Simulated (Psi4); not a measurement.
# BH3SO (SMILES OBS) at CEPA(1)/pcseg-1

What is the energy change on altering one bond length of BH3SO at CEPA(1)/pcseg-1? 

The results are computed with Psi4 1.11.

2 further runs of the same task are left out: 2 set aside as unsound or not needed.

## Step 1: The system as given

BH3SO has 6 atoms, charge 0, and is taken as a singlet. As SMILES, `OBS`. Geometry: relaxed at PBE0-D4/def2-TZVP. This is one conformer, not always the lowest.

Bond lengths: O1–B2 1.351 Å, B2–S3 1.813 Å, O1–H4 0.961 Å, B2–H5 1.193 Å, S3–H6 1.340 Å. Angles: O1–B2–S3 121.4°, O1–B2–H5 118.0°, S3–B2–H5 120.6°, B2–O1–H4 115.3°, B2–S3–H6 96.0°.

## Step 2: A single-point energy at CEPA(1)/pcseg-1

Input file bh3os.xyz:

```xyz
6
BH3OS
O     -1.104400    -0.090400    -1.001800
B      0.054600     0.169700    -0.358100
S      0.336900    -0.392500     1.342100
H     -1.753100    -0.587100    -0.495400
H      0.894300     0.783600    -0.941900
H      1.571700     0.116600     1.455100
```

Input file run.py:

```python
import numpy as np
from ase.calculators.psi4 import Psi4
from ase.io import read

a = read('bh3os.xyz')
calc = Psi4(atoms=a, method='cepa(1)', basis='pcseg-1', memory='1600MB', num_threads=1, charge=0, multiplicity=1, label='psi4-calc', reference='rhf')
calc.psi4.set_options({'scf_type': 'pk', 'freeze_core': True})
a.calc = calc

print(f'energy: {a.get_potential_energy():.6f} eV')
```

Command:

```
python run.py
```

psi4-calc.dat:

```text
[...]
  Running in c1 symmetry.
[...]
  Nuclear repulsion =   88.768868479857858
[...]
  Multiplicity = 1
[...]
  Nalpha       = 16
  Nbeta        = 16
[...]
    Number of basis functions: 61
[...]
   @RHF iter   1:  -498.75188215985565   -6.24870e-01   6.99573e-03 DIIS/ADIIS
[...]
   @RHF iter  12:  -498.84304565758504   -5.68434e-13   2.85758e-09 DIIS
[...]
    Orbital Energies [Eh]
    ---------------------
    Doubly Occupied:
       1A    -91.921791     2A    -20.573492     3A     -8.946448
       4A     -7.657323     5A     -6.639325     6A     -6.637979
       7A     -6.636429     8A     -1.393033     9A     -0.988144
      10A     -0.783943    11A     -0.651514    12A     -0.593414
      13A     -0.562999    14A     -0.541101    15A     -0.448048
      16A     -0.395521
[...]
  @RHF Final Energy:  -498.84304565758504
   => Energetics <=
    Nuclear Repulsion Energy =             88.7688684798578578
    One-Electron Energy =                -864.4828191696011572
    Two-Electron Energy =                 276.8709050321583049
    Total Energy =                       -498.8430456575850371
[...]
 Multipole Moments:
 ------------------------------------------------------------------------------------
     Multipole            Electronic (a.u.)      Nuclear  (a.u.)        Total (a.u.)
 ------------------------------------------------------------------------------------
 L = 1.  Multiply by 2.5417464519 to convert [e a0] to [Debye]
 Dipole X            :         -0.7388058            0.7897433            0.0509375
 Dipole Y            :         -0.5278327            0.4809352           -0.0468975
 Dipole Z            :          0.4835974           -0.3111451            0.1724523
 Magnitude           :                                                    0.1858327
[...]
      * SCS-MP2 total energy:                 -499.236399019634
[...]
      * MP2 total energy:                     -499.242432720898
[...]
```

Standard output:

```text
energy: -13585.943360 eV
```

Wall time 3.6 s (1 thread of INTEL XEON PLATINUM 8581C at 2.10GHz (Emerald Rapids), shared host); peak memory 0.3 GiB.

## Step 3: The distorted shape, same level

Input file bh3os.xyz:

```xyz
6
BH3OS
O     -0.650304     0.257294    -1.356285
B      0.508696     0.517394    -0.712585
S      0.790996    -0.044806     0.987615
H     -1.753100    -0.587100    -0.495400
H      1.348396     1.131294    -1.296385
H      2.025796     0.464294     1.100615
```

Input file job.py:

```python
import psi4

psi4.set_memory('1600 MB')
psi4.set_num_threads(1)
psi4.core.set_output_file('bh3os.out', False)

with open('bh3os.xyz') as f:
    atoms = ''.join(f.readlines()[2:])
molecule = psi4.geometry('0 1\n' + atoms + 'symmetry c1')

psi4.set_options({
    'basis': 'pcseg-1',
    'reference': 'rhf',
    'scf_type': 'pk',
    'freeze_core': True,
})

energy_value = psi4.energy('cepa(1)', molecule=molecule)
print('E =', round(energy_value, 9))
```

Command:

```
python job.py
```

bh3os.out:

```text
[...]
  Running in c1 symmetry.
[...]
  Nuclear repulsion =   86.408378949344211
[...]
  Multiplicity = 1
[...]
  Nalpha       = 16
  Nbeta        = 16
[...]
    Number of basis functions: 61
[...]
   @RHF iter   1:  -498.53343587935973   -7.71594e-01   8.21811e-03 ADIIS/DIIS
[...]
   @RHF iter  13:  -498.69237556857638   -5.79803e-12   7.67183e-09 DIIS
[...]
    Orbital Energies [Eh]
    ---------------------
    Doubly Occupied:
       1A    -91.919646     2A    -20.598412     3A     -8.944038
       4A     -7.650513     5A     -6.636855     6A     -6.635529
       7A     -6.633915     8A     -1.323690     9A     -0.983601
      10A     -0.689201    11A     -0.611915    12A     -0.572459
      13A     -0.546196    14A     -0.502583    15A     -0.430563
      16A     -0.391637
[...]
  @RHF Final Energy:  -498.69237556857638
   => Energetics <=
    Nuclear Repulsion Energy =             86.4083789493442112
    One-Electron Energy =                -860.0600062412856914
    Two-Electron Energy =                 274.9592517233651279
    Total Energy =                       -498.6923755685763808
[...]
 Multipole Moments:
 ------------------------------------------------------------------------------------
     Multipole            Electronic (a.u.)      Nuclear  (a.u.)        Total (a.u.)
 ------------------------------------------------------------------------------------
 L = 1.  Multiply by 2.5417464519 to convert [e a0] to [Debye]
 Dipole X            :         -0.4795261            0.3779927           -0.1015334
 Dipole Y            :         -0.3341812            0.1656644           -0.1685168
 Dipole Z            :          0.2932357            0.0102834            0.3035191
 Magnitude           :                                                    0.3617054
[...]
      * SCS-MP2 total energy:                 -499.116561023034
[...]
      * MP2 total energy:                     -499.121797553042
[...]
```

Standard output:

```text
E = -499.160334302
```

It took 3.9 s on 1 thread of INTEL XEON PLATINUM 8581C at 2.10GHz (Emerald Rapids), shared host; peak memory 0.28 GiB.

## Step 4: Summary of results

At CEPA(1)/pcseg-1, 7 core orbitals frozen:

| quantity | value |
| --- | --- |
| first shape: total energy | -499.27421 Eh |
| first shape: HOMO energy (Hartree–Fock orbitals) | -10.76 eV |
| first shape: LUMO energy (Hartree–Fock orbitals) | 3.36 eV |
| first shape: HOMO–LUMO gap (Hartree–Fock orbitals) | 14.12 eV |
| first shape: correlation energy (7 core orbitals frozen) | -431.2 mEh |
| distorted shape: total energy | -499.16033 Eh |
| distorted shape: HOMO energy (Hartree–Fock orbitals) | -10.66 eV |
| distorted shape: LUMO energy (Hartree–Fock orbitals) | -0.05 eV |
| distorted shape: HOMO–LUMO gap (Hartree–Fock orbitals) | 10.61 eV |
| distorted shape: correlation energy (7 core orbitals frozen) | -468.0 mEh |
| energy change with the O1–H4 bond stretched from 0.961 to 1.634 Å | 3.099 eV |

In words: With the O1–H4 bond stretched from 0.961 to 1.634 Å the energy rises by 3.10 eV (299 kJ/mol). The first shape isn't relaxed at this level, so the change isn't measured from a minimum.
